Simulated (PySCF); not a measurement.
hydrogen chloride (ClH), SMILES Cl.

The structure is a stationary point at B3LYP-D3(BJ)/def2-TZVPD.

All values below come from SMD-PBE0/6-31G* (PySCF).

Solvation free energies are E(SMD) − E(gas) at the gas-phase geometry, for 1 M in both phases. In vacuum the dipole moment is 1.52 D.

Question: Estimate the solvation free energies in water, ethanol, toluene. (Estimate from the structure and the level; the computed values follow.)

Answer: 
| solvent | ΔG(solv) (kcal/mol) | its non-electrostatic (CDS) part | dipole (D) |
|---|---|---|---|
| water | -2.0 | 1.2 | 1.85 |
| ethanol | -4.0 | -0.9 | 1.83 |
| toluene | -2.5 | -1.1 | 1.67 |
